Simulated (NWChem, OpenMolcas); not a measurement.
# From NWChem to OpenMolcas

This NWChem 7.3.0 job computes BHO2 (oxoborinic acid):

bho2.nw:
```
start bho2
title "BHO2"
memory stack 880 mb heap 220 mb global 1100 mb
geometry units angstrom noautosym nocenter noautoz
  O    -1.555100    0.523500    0.428500
  B    -0.423900    0.132000    0.248600
  O     0.816700   -0.302000    0.108600
  H     1.162300   -0.353500   -0.785700
end
basis spherical bse
  * library def2-TZVPP
end
dft
  xc xtpss03 ctpss03
  mult 1
  grid fine
  convergence energy 1e-08
  iterations 100
  mulliken
  print medium
end
task dft gradient
```

```bash
$ nwchem bho2.nw > bho2.out
```

Geometry: relaxed at PBE0-D4/def2-TZVP.

It gives a total energy of -176.079477 Eh.

Problem. How is this level of theory, on these atoms, set up in OpenMolcas 26.06 as an input file of the program's own?

Solution. One way, which was run:

test.input:
```
* BHO2 Kohn-Sham DFT
&GATEWAY
BASLIB=$CurrDir
COORD
4
angstrom
O       -1.555100       0.523500       0.428500
B       -0.423900       0.132000       0.248600
O        0.816700      -0.302000       0.108600
H        1.162300      -0.353500      -0.785700
BASIS=def2-TZVPP
GROUP=NoSym
&SEWARD
GRIDINPUT
Grid=UltraFine
End of Grid
&SCF
KSDFT=2
1.0 MGGA_X_TPSS
1.0 MGGA_C_TPSS
THRESHOLDS=1e-10 1e-07 1e-07 1e-05
PRORBITALS=0
&ALASKA
```

```bash
$ export MOLCAS_MEM=1860
$ pymolcas test.input > test.log
```

(Basis files named in the input come from the Basis Set Exchange and aren't shown.)

Its energy is -176.079477 Eh, the same as the first but for the last digit, at most.
